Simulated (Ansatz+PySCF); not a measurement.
Values are calculated unless marked as measured or tabulated.
## Ansatz (development build ahead of 0.2.0) run

```yaml
crystal:
  periodic: [false, false, false]
  atoms:
    - { symbol: "N", position_ang: [0.0, 0.0, -0.47105] }
    - { symbol: H, position_ang: [0.0, 0.0, 3.29737] }
    - { symbol: "N", position_ang: [30.0, 0.0, -0.13085] }
    - { symbol: H, position_ang: [30.0, 0.0, 0.91593] }
basis:
  gaussian: { orbitals: "6-31G" }
magnetization:
  initial_magnetization: 4
hamiltonian:
  xc: hf
correlation:
  method: mp2
  frozen_orbitals: { H: 0, "N": 1 }
output:
  forces: true
```

The input is written out in the form of the current development build from the run's settings. Correlation on restricted open-shell orbitals is semicanonical, with singles.

Results

```yaml
Converged: yes
Reference_energy: -109.71569 hartree
Correlation_energy: -0.09975 hartree
Total_energy: -109.81545 hartree
Spin_squared_of_the_determinant: 6.000
Stability_test: minimum among restricted orbitals
```

Forces (eV/Å):
| atom | Fx | Fy | Fz |
| --- | --- | --- | --- |
| N1 | 0.000 | 0.000 | -0.004 |
| H2 | 0.000 | 0.000 | 0.004 |
| N3 | 0.000 | 0.000 | -0.197 |
| H4 | 0.000 | 0.000 | 0.197 |

Caution: large amplitudes, a single reference is doubtful; this determinant is likely not that of the ground state; an unrestricted determinant lies well below.
